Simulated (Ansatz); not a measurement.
Cartesian coordinates in Å:
```
F -1.3288 -0.3770 -0.0944
C -0.0742 0.0905 -0.0293
Cl 0.5493 -0.1308 1.6007
Cl 0.9216 -0.7368 -1.2202
H -0.0679 1.1541 -0.2569
```

Charge 0, multiplicity 1.

(1) List the PBE0/def2-TZVPP orbital energies in eV (Ansatz). (Estimate.)

Answers

(1) The calculation gave: Occupied: -2768.16, -2768.16, -675.21, -283.91, -259.99, -259.99, -198.34, -198.34, -198.10, -198.10, -198.10, -198.10, -35.40, -25.58, -23.70, -19.12, -16.05, -14.99, -14.84, -11.84, -11.67, -10.16, -9.58, -9.45, -9.13. Lowest empty: -0.28, 0.93, 1.69, 2.27, 4.34, 4.61, 6.50, 7.15.
